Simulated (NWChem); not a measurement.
Spin states of hydrazine (H₄N₂)

```xyz
6

N      0.1745    -0.6794     0.0738
N     -0.1745     0.6794     0.0738
H     -0.6458    -1.2306     0.3138
H      0.5122    -1.0120    -0.8307
H      0.6458     1.2306     0.3138
H     -0.5122     1.0120    -0.8307
```
Charge 0, spin multiplicity 1.

Program: NWChem. The geometry was optimised at PBE0/def2-SVP, a minimum by its harmonic frequencies. It is one conformer; others weren't searched.

Basis set: def2-TZVP. The gap is E(triplet) − E(singlet) at the geometry of the singlet, so a negative value puts the higher spin lower. Open shells are unrestricted, coupled cluster uses restricted open-shell references, and the singlet is the closed-shell solution. The triplet is the single determinant that the SCF runs reached, with unpaired electrons in orbitals of symmetry a and a (C2 labels); it need not be the lowest triplet, which in molecules with degenerate π orbitals can need several determinants.

The correlated methods keep 2 core orbitals frozen. The stability of the SCF solutions was not checked. Open-shell Hartree-Fock references start from PBE0 orbitals. No row is a measurement; the coupled-cluster row has its own basis-set and correlation limits.

For the vertical singlet-triplet gap, HF gives 153.8 kcal/mol and MP2 gives 157.2 kcal/mol. What do CCSD(T), PBE, PBE0 give?

CCSD(T): 152.2 kcal/mol; PBE: 137.5 kcal/mol; PBE0: 146.1 kcal/mol.
